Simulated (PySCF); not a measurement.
## Basis-set dependence of excited states

Species: C4H12Si.
SMILES: `C[Si](C)(C)C`

TDDFT with PBE0 (PySCF), vertical singlets, core orbitals frozen in the response, spherical d and f functions. Geometry: PBE0-D3(BJ)/def2-SVP; no solvent, vibrations or thermal averaging.

How do the low singlets change with the basis? Take 6-31G*, 6-31+G*, def2-SVP, def2-SVPD, aug-cc-pVDZ, def2-TZVP and def2-TZVPD.

```json
{"basis": "6-31G*", "functions": "98", "diffuse": "no", "S1 (eV)": "9.20", "S2 (eV)": "9.20", "S3 (eV)": "9.20", "S4 (eV)": "9.70", "S5 (eV)": "9.71", "LUMO (eV)": "2.36", "α (au)": "63.3"}
{"basis": "6-31+G*", "functions": "118", "diffuse": "yes", "S1 (eV)": "7.21", "S2 (eV)": "7.21", "S3 (eV)": "7.21", "S4 (eV)": "8.08", "S5 (eV)": "8.08", "LUMO (eV)": "-0.08", "α (au)": "72.5"}
{"basis": "def2-SVP", "functions": "134", "diffuse": "no", "S1 (eV)": "8.54", "S2 (eV)": "8.54", "S3 (eV)": "8.55", "S4 (eV)": "9.66", "S5 (eV)": "9.67", "LUMO (eV)": "1.46", "α (au)": "67.4"}
{"basis": "def2-SVPD", "functions": "200", "diffuse": "yes", "S1 (eV)": "7.73", "S2 (eV)": "7.73", "S3 (eV)": "7.73", "S4 (eV)": "8.77", "S5 (eV)": "8.78", "LUMO (eV)": "0.49", "α (au)": "77.2"}
{"basis": "aug-cc-pVDZ", "functions": "227", "diffuse": "yes", "S1 (eV)": "7.14", "S2 (eV)": "7.14", "S3 (eV)": "7.14", "S4 (eV)": "7.88", "S5 (eV)": "7.88", "LUMO (eV)": "-0.21", "α (au)": "79.3"}
{"basis": "def2-TZVP", "functions": "233", "diffuse": "no", "S1 (eV)": "8.00", "S2 (eV)": "8.00", "S3 (eV)": "8.00", "S4 (eV)": "9.13", "S5 (eV)": "9.13", "LUMO (eV)": "0.85", "α (au)": "75.5"}
{"basis": "def2-TZVPD", "functions": "299", "diffuse": "yes", "S1 (eV)": "7.41", "S2 (eV)": "7.41", "S3 (eV)": "7.41", "S4 (eV)": "8.25", "S5 (eV)": "8.25", "LUMO (eV)": "0.16", "α (au)": "78.7"}
```

States are compared by their number. Against the largest diffuse basis here (def2-TZVPD, itself not a converged limit), sets without diffuse functions differ by up to 1.79 eV in S1 and 1.45 eV in S5; the smaller diffuse sets differ by up to 0.32 and 0.52 eV. State by state, the largest deviation of a set without diffuse functions is S1 1.79, S2 1.79, S3 1.79, S4 1.45, S5 1.45 eV. The same number needn't mean the same state in each row. Against def2-TZVPD the polarisability deviates by -20% in 6-31G*, -8% in 6-31+G*, -14% in def2-SVP, -2% in def2-SVPD, +1% in aug-cc-pVDZ, -4% in def2-TZVP. A single + in a Pople set puts diffuse functions on heavy atoms only.
